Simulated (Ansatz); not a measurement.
# Basis-set limit of BH₄O, doublet

| atom | x (Å) | y (Å) | z (Å) |
| --- | --- | --- | --- |
| B | -1.4038 | 0.0307 | 0.0000 |
| H | -2.0005 | 1.0643 | 0.0000 |
| H | -2.0005 | -1.0029 | 0.0000 |
| H | -0.1128 | 0.0307 | 0.0000 |
| O | 1.1212 | 0.0307 | 0.0000 |
| H | 1.3731 | -0.9092 | 0.0000 |

Connectivity, by distances: BH3 ··· OH.

Ansatz 0.2.0, UHF determinant, valence electrons correlated. Energies in eV.

```csv
set,X,functions,Hartree–Fock,MP2 correlation,CCSD(T) correlation,time
def2-TZVPP,3,118,-2769.6104,-9.4835,-10.6553,"7.5 s on 1 × NVIDIA H100 80GB HBM3 with 1 thread of AMD EPYC 7R13 Processor (Zen 3), with other jobs on the host"
def2-QZVPP,4,234,-2769.7566,-10.2103,-11.3167,"20 s on 1 × NVIDIA H100 80GB HBM3 with 1 thread of AMD EPYC 7R13 Processor (Zen 3), on a shared host"
```

Hartree–Fock is taken to follow E(X) = E∞ + A·exp(−7.88·√X), correlation E(X) = E∞ + B·X^−2.97.

**Question.** Work out the CCSD(T) energy at the limit, and how far the shortcut misses it that extrapolates MP2 and adds CCSD(T) minus MP2 from the smaller set.

**Answer.** Hartree–Fock: E∞ = E4 + 0.1377·(E4 − E3) = -2769.7767. Correlation: E∞ = E4 + 0.7407·(E4 − E3) = -11.8066 for CCSD(T) and -10.7486 for MP2. The limit is -2781.5833 eV, 0.510 eV below def2-QZVPP. The shortcut gives a correlation energy of -10.7486 + (-1.1718) = -11.9205, 114 meV lower than the direct value.
